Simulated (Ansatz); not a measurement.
All numbers were calculated with Ansatz.

A structure relaxed at PBE0-D4/def2-TZVP, charge 0, multiplicity 1:

```xyz
12

C    -1.201    0.468   -1.008
C    -0.638    0.728    0.346
C     0.422    0.161    0.915
C     1.306   -0.869    0.313
F     1.400   -1.967    1.161
H    -1.112    1.358   -1.639
H    -2.269    0.241   -0.938
H    -0.712   -0.357   -1.526
H    -1.165    1.481    0.927
H     0.702    0.467    1.919
H     0.942   -1.227   -0.652
H     2.324   -0.484    0.182
```

Give its formula and SMILES.

C4H7F, `C/C=C\CF`.

Summarise the bond lengths by kind.

3 × C–C 1.330 to 1.490 Å; 7 × C–H 1.087 to 1.096 Å; 1 × C–F 1.390 Å.
